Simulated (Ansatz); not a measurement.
Reaction (SMILES): C#N (CH-N) + H+ → C#[NH+]
B3LYP-D3(BJ)/def2-TZVP geometries, fixed; electronic energies without zero-point terms; positive where energy is released.

Basis-set convergence of the proton affinity at PBE with Ansatz (a first-principles code). All functions are spherical. The program fits the integrals of some runs and decomposes those of others, by size. The proton sits at the site shown, which need not be the one that binds it best. No added dispersion term, no relativity. Functions are those of the species that has most. Reference: the value in aug-pcseg-3, 175.59 kcal/mol, itself unsure by roughly 0.01 kcal/mol (its mean distance from aug-cc-pVQZ, cc-pV5Z, def2-QZVPPD). Deviations are taken from unrounded values.

```tsv
basis	functions	proton affinity (kcal/mol)	minus reference (kcal/mol)
pcseg-0	22	173.34	-2.25
def2-SV(P)	32	173.79	-1.80
cc-pVDZ	38	175.33	-0.26
def2-SVP	38	177.54	1.95
pcseg-1	38	173.05	-2.54
def2-TZVP	74	175.25	-0.34
cc-pVTZ	88	176.01	0.42
pcseg-2	88	175.58	-0.01
def2-TZVPP	90	175.73	0.14
cc-pVQZ	170	175.76	0.17
def2-QZVPP	174	175.61	0.02
pcseg-3	186	175.59	0.00
cc-pV5Z	292	175.61	0.02
```

The smallest set listed that lies within 1 kcal/mol of the reference with all its larger relatives (same family, alike in diffuse functions; a set with none counts only in the reference's own line) is cc-pVDZ (38 functions, -0.26 kcal/mol off).
